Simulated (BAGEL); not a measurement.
# CF+ (SMILES [C+]F) at 4 levels

Wanted: a comparison of 4 runs (B3LYP/6-31G*, B3LYP/aug-cc-pVTZ, PBE0/aug-cc-pVTZ, RI-MP2/aug-cc-pVTZ) of CF+. 

The calculation is run with BAGEL 1.2.2.

2 further runs of the same task are left out: 2 set aside as unsound or not needed.

## (1) The molecule

CF+ has 2 atoms, charge +1, and is taken as a singlet. As SMILES, `[C+]F`. The shape is that of a PBE0-D4/def2-TZVP optimisation.

Bond lengths: C1–F2 1.153 Å.

## (2) The energy at B3LYP/6-31G(d) (density fitting with cc-pvqz-jkfit, spherical functions) (run 1)

dft.json

```json
{ "bagel": [

{
  "title": "molecule",
  "basis": "6-31gs.json",
  "df_basis": "cc-pvqz-jkfit",
  "angstrom": true,
  "geometry": [
    { "atom": "C", "xyz": [    0.492270,   -0.160830,    0.253170 ] },
    { "atom": "F", "xyz": [   -0.492270,    0.160830,   -0.253170 ] }
  ]
},
{
  "title": "ks",
  "xc_func": "b3lyp",
  "charge": 1
},
{
  "title": "print",
  "file": "orbitals.molden",
  "orbitals": true
}

]}
```

The basis set 6-31G* is read from a file made from the Basis Set Exchange's data (not shown).

Run with:

```
BAGEL_NUM_THREADS=1 BAGEL dft.json > dft.out
```

Log:

```text
* using 1 threads per process

  ===============================================================
  ===============================================================

  *** Geometry ***

  { "atom" : "C", "xyz" : [      0.930255,     -0.303925,      0.478422 ] },
  { "atom" : "F", "xyz" : [     -0.930255,      0.303925,     -0.478422 ] },

  Number of auxiliary basis functions:      212

  Since a DF basis is specified, we compute 2- and 3-index integrals:
    o Being stored without compression. Storage requirement is 0.001 GB

  Number of basis functions:       28
  Number of electrons      :       15

    * METHOD: MOLECULE                             0.03

  *** Kohn-Sham DFT ***

    * Removing 1808 points whose weight is below 1.00e-10
    * Grid points: 28004

  === Nuclear Repulsion ===
    24.7859488034

       - DIIS with orbital gradients will be used.

  === KS iteration (b3lyp / 6-31gs.json) ===
      0       -127.97790510          0.22083752           0.04
      1       -117.66888088          0.47223624           0.03
      2       -126.75757836          0.25178753           0.03
      3       -132.56453806          0.30628492           0.03
      4       -136.34242895          0.17438322           0.03
      5       -134.71911310          0.26035424           0.03
      6       -137.00009194          0.10739806           0.03
      7       -137.31491428          0.05655552           0.03
      8       -137.42565298          0.01343332           0.03
      9       -137.43320257          0.00214057           0.03
     10       -137.43338397          0.00013606           0.03
     11       -137.43338467          0.00000497           0.03
     12       -137.43338467          0.00000040           0.03
     13       -137.43338467          0.00000006           0.03
     14       -137.43338467          0.00000001           0.03
    * SCF iteration converged.

    * Permanent dipole moment:
           (   -0.306017,     0.099980,    -0.157382) a.u.

    * METHOD: KS                                   0.54

    * METHOD: PRINT                                0.00

  ===============================================================
```

Wall time 1.1 s (1 thread of AMD EPYC 7R43 (Zen 3), shared host); peak memory 0.14 GiB.

## (3) The energy at B3LYP/aug-cc-pVTZ (density fitting with cc-pvqz-jkfit) (run 2)

input.json

```json
{ "bagel" : [

{
  "title" : "molecule",
  "basis" : "aug-cc-pvtz.json",
  "df_basis" : "cc-pvqz-jkfit",
  "angstrom" : true,
  "geometry" : [
    { "atom" : "C", "xyz" : [    0.492270,   -0.160830,    0.253170 ] },
    { "atom" : "F", "xyz" : [   -0.492270,    0.160830,   -0.253170 ] }
  ]
},
{ "title" : "ks", "xc_func" : "b3lyp", "charge" : 1 },
{ "title" : "print", "file" : "orbitals.molden", "orbitals" : true }

]}
```

The basis set aug-cc-pVTZ is read from a file made from the Basis Set Exchange's data (not shown).

Run with:

```
BAGEL_NUM_THREADS=1 BAGEL input.json > input.out
```

Log:

```text
* using 1 threads per process

  ===============================================================
  ===============================================================

  *** Geometry ***

  { "atom" : "C", "xyz" : [      0.930255,     -0.303925,      0.478422 ] },
  { "atom" : "F", "xyz" : [     -0.930255,      0.303925,     -0.478422 ] },

  Number of auxiliary basis functions:      212

  Since a DF basis is specified, we compute 2- and 3-index integrals:
    o Being stored without compression. Storage requirement is 0.014 GB

  Number of basis functions:       92
  Number of electrons      :       15

    * METHOD: MOLECULE                             0.07

  *** Kohn-Sham DFT ***

    * Removing 1808 points whose weight is below 1.00e-10
    * Grid points: 28004

  === Nuclear Repulsion ===
    24.7859488034

       - DIIS with orbital gradients will be used.

  === KS iteration (b3lyp / aug-cc-pvtz.json) ===
      0       -118.79267140          0.14508612           0.12
      1       -117.40200431          0.22963648           0.11
      2       -124.50048993          0.12246661           0.08
      3       -129.67571500          0.16083407           0.09
      4       -136.01662065          0.09354702           0.10
      5       -132.00361748          0.15329790           0.14
      6       -134.76148184          0.12380514           0.09
      7       -131.81489736          0.15503056           0.09
      8       -137.39420172          0.02001301           0.08
      9       -137.47473549          0.00871637           0.09
     10       -137.48981722          0.00025210           0.08
     11       -137.48983099          0.00001996           0.09
     12       -137.48983104          0.00001174           0.11
     13       -137.48983107          0.00000151           0.09
     14       -137.48983107          0.00000009           0.09
     15       -137.48983107          0.00000002           0.09
     16       -137.48983107          0.00000000           0.08
    * SCF iteration converged.

    * Permanent dipole moment:
           (   -0.316267,     0.103328,    -0.162653) a.u.

    * METHOD: KS                                   1.82

    * METHOD: PRINT                                0.04

  ===============================================================
```

It took 2.5 s on 1 thread of AMD EPYC 7R43 (Zen 3), shared host; peak memory 0.15 GiB.

Run 3 isn't shown in full; the table further down has it.

## (4) A single-point energy at RI-MP2/aug-cc-pVTZ (density fitting with cc-pvqz-jkfit) (run 4)

job.json

```json
{ "bagel": [

{
  "title": "molecule",
  "basis": "aug-cc-pvtz.json",
  "df_basis": "cc-pvqz-jkfit",
  "angstrom": "true",
  "geometry": [
    { "atom": "C", "xyz": [       0.492270,      -0.160830,       0.253170 ] },
    { "atom": "F", "xyz": [      -0.492270,       0.160830,      -0.253170 ] }
  ]
},

{
  "title": "hf",
  "charge": 1
},

{
  "title": "mp2",
  "charge": 1,
  "ncore": 2
}

]}
```

The basis set aug-cc-pVTZ is read from a file made from the Basis Set Exchange's data (not shown).

Run with:

```
BAGEL_NUM_THREADS=1 BAGEL job.json > job.out
```

Log:

```text
* using 1 threads per process

  ===============================================================
  ===============================================================

  *** Geometry ***

  { "atom" : "C", "xyz" : [      0.930255,     -0.303925,      0.478422 ] },
  { "atom" : "F", "xyz" : [     -0.930255,      0.303925,     -0.478422 ] },

  Number of auxiliary basis functions:      212

  Since a DF basis is specified, we compute 2- and 3-index integrals:
    o Being stored without compression. Storage requirement is 0.014 GB

  Number of basis functions:       92
  Number of electrons      :       15

    * METHOD: MOLECULE                             0.08

  *** RHF ***

  === Nuclear Repulsion ===
    24.7859488034

      * DIIS with orbital gradients will be used.

  === RHF iteration (aug-cc-pvtz.json) ===
      0       -136.78612224          0.02007080           0.01
      1       -136.84403952          0.01683576           0.02
      2       -136.90051457          0.00122525           0.02
      3       -136.90132997          0.00035177           0.02
      4       -136.90138959          0.00008919           0.02
      5       -136.90139435          0.00002188           0.02
      6       -136.90139457          0.00000408           0.02
      7       -136.90139458          0.00000038           0.02
      8       -136.90139458          0.00000004           0.02
      9       -136.90139458          0.00000001           0.01
    * SCF iteration converged.

    * Permanent dipole moment:
           (   -0.441850,     0.144357,    -0.227240) a.u.

    * METHOD: HF                                   0.23

  *** RHF ***

  === Nuclear Repulsion ===
    24.7859488034

      * DIIS with orbital gradients will be used.

  === RHF iteration (aug-cc-pvtz.json) ===
      0       -136.90139458          0.00000000           0.01
    * SCF iteration converged.

    * Permanent dipole moment:
           (   -0.441850,     0.144357,    -0.227240) a.u.

  === DF-MP2 calculation ===

    * freezing 2 orbitals
    * 3-index integral transformation done
    * assembly done

      MP2 correlation energy:   -0.3543876782      0.01

      MP2 total energy:       -137.2557822583

    * METHOD: MP2                                  0.05

  ===============================================================
```

Run time: 0.87 s. Hardware: 1 thread of AMD EPYC 7R43 (Zen 3), shared host; peak memory 0.079 GiB.

## (5) All runs side by side

```csv
run,level,frozen core orbitals,energy (Eh),HOMO energy (eV),LUMO energy (eV),HOMO–LUMO gap (eV),wall time
1,"B3LYP/6-31G* (density fitting with cc-pvqz-jkfit, spherical functions)",–,-137.433385,-21.67,-12.85,8.82,1.1 s
2,B3LYP/aug-cc-pVTZ (density fitting with cc-pvqz-jkfit),–,-137.489831,-21.69,-12.89,8.81,2.5 s
3,PBE0/aug-cc-pVTZ (density fitting with cc-pvqz-jkfit),–,-137.346607,-21.94,-12.49,9.46,2.1 s
4,RI-MP2/aug-cc-pVTZ (density fitting with cc-pvqz-jkfit),2,-137.255782,–,–,–,0.87 s
```

## (6) Results

```
                                          quantity          value
                               run 4: total energy  -137.25578 Eh
run 4: correlation energy (2 core orbitals frozen)     -354.4 mEh
```

Over runs 1, 2, 3 the HOMO–LUMO gap runs from 8.81 eV (B3LYP/aug-cc-pVTZ) to 9.46 eV (PBE0/aug-cc-pVTZ). Totals of different functionals can't be ranked against each other. All runs together took 6.6 s, the longest 2.5 s.
